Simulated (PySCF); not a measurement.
Gas-phase reaction: BH2 + 3 Cl = BCl3 + 2 H

Energies from PySCF, thermal terms from the rigid-rotor harmonic-oscillator model, ideal gas at 1 bar. Table values come from the NASA 1993 polynomials. After a fit of one offset per element over all species, the range-separated, M06-2X, PBE0/def2-QZVP and CCSD(T)/def2-TZVPP enthalpies, where run, lie to one side of the table for BH2 (+121 kJ/mol): a fault of the table's entry, another state or a shared error of the levels is possible; this was not checked at source. S°(298 K) at PBE0/def2-TZVP differs from the NASA 1993 table for BH2 (+14 J/mol/K); whether the harmonic model or the table's entry is off was not settled. † marks an energy on the PBE0/def2-TZVP geometry and frequencies; other levels use their own. Open shells (unrestricted): BH2 (multiplicity 2), Cl (multiplicity 2, electronic degeneracy 6), H (multiplicity 2); the rest are closed-shell singlets. Spin-orbit splitting is ignored; it lowers the true energy and changes the entropy of Cl. B3LYP is the form with VWN-RPA correlation. For this reaction the table lies outside the span of B3LYP, CCSD(T), M06-2X, MP2, PBE0, r2SCAN, ωB97M-V, ωB97X-V in their largest bases here; which side is off was not settled. The harmonic model lacks anharmonicity and excited electronic states, which grow with temperature; levels with a mode under 35 cm⁻¹ are left out. The table's entry may be an old estimate for BH2 (not checked at source).

| level | ΔH°(298 K), kJ | minus table | ΔG°(1600 K), kJ |
|---|---|---|---|
| table | -531.7 | - | -289.0 |
| B3LYP/def2-TZVP† | -606.3 | -74.6 | -335.8 |
| BLYP/def2-TZVP† | -611.0 | -79.3 | -340.4 |
| PBE0/def2-QZVP† | -676.2 | -144.5 | -405.7 |
| PBE0/def2-TZVP | -679.8 | -148.1 | -409.2 |
| ωB97X-V/def2-TZVP† | -667.6 | -135.9 | -397.1 |
